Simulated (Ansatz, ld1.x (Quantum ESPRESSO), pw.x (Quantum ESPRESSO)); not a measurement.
cerium: one change to the RRKJ potential, in the atom and in the fcc crystal

* Element: Ce (Z = 58)
* Generator: ld1.x (Quantum ESPRESSO) 7.5
* Type: norm-conserving RRKJ (Kleinman–Bylander form)
* Functional: PBEsol
* Relativity: scalar-relativistic
* Frozen core: [Xe]
* Valence charge: 4
* Reference configuration: 4f1 5d1 6s2 6p0
* Partial waves: 6p (bound, empty): rc 4.20 bohr; 5d (bound): rc 3.60 bohr; 4f (bound): rc 1.55 bohr; 6s (bound): rc 3.95 bohr
* Local potential: the s channel
* Core correction: Bessel-smoothed model core inside 1.05 bohr

Change: wave 5d (bound): rc 3.60 bohr becomes 5d (bound): rc 4.36 bohr.

Cutoffs, loose and tight: the cutoffs (Ry, on a coarse ladder) from which the occupation-weighted sum of valence levels, in a spherical-Bessel basis at the reference potential, stays within 10 and 1 mRy of its value at 400 Ry. They do not see the model core or the augmentation charge, which bear on the density cutoff. Test errors are all-electron minus pseudo excitation energies from the reference, over the configurations 4f1 5d1 6s1 6p0; 4f1 5d1 6s0 6p0; 4f1 5d0 6s0 6p0; 4f2 5d0 6s1 6p0; 4f1 5d1.5 6s1.5 6p0; 4f1 5d1 6s1 6p1; 4f1 5d0 6s2 6p1; variants that change the core or the reference have their own tests.

Crystal test: fcc Ce in pw.x 7.5, no spin, 12³ k-points, Fermi–Dirac smearing 0.01 Ry, cutoffs set for each file from its atomic test. The reference is all-electron LAPW (Ansatz 0.2.0) with the same functional, mesh and smearing; V0 and B0 come from Birch–Murnaghan fits to the pressures at five volumes. Errors are pseudo minus all-electron; Δ is the rms difference of the E(V) curves that follow from these fits, minima aligned, over ±6 % about the mean V0. Mesh and smearing are coarse, so the numbers serve the comparison and aren't converged zero-temperature values; the lattice is a test structure that the element need not adopt. Spin polarisation and strong correlation are left out, which matters for this element.

All-electron: a0 = 4.605 Å (V0 = 24.42 Å³/atom), B0 = 43.6 GPa.

Question: Does the change bring the crystal closer to the all-electron result?

Answer: The mean pressure error goes from +5.48 to +1.04 GPa, so the change moves the solid closer to the all-electron pressures. Neither pressure curve crosses zero within the volumes sampled, so no fits are given.

```
                       quantity       base    changed
                 outcome (atom)  generated  generated
           cutoff, loose (atom)      90 Ry      90 Ry
           cutoff, tight (atom)     110 Ry     110 Ry
            bound ghosts (atom)       none       none
largest test error (meV) (atom)      -1078      -1235
           cutoffs in pw.x (Ry)    135/540    135/540
      mean pressure error (GPa)      +5.48      +1.04
```

Base: The largest radius (4.20 bohr) exceeds half the bond length (3.08 bohr), so the spheres overlap, which is one possible source of error among others. This is a poor potential for the solid. Changed file: The largest radius (4.36 bohr) exceeds half the bond length (3.08 bohr), so the spheres overlap, which is one possible source of error among others. This is a poor potential for the solid. The atomic cutoffs weigh occupied waves only.
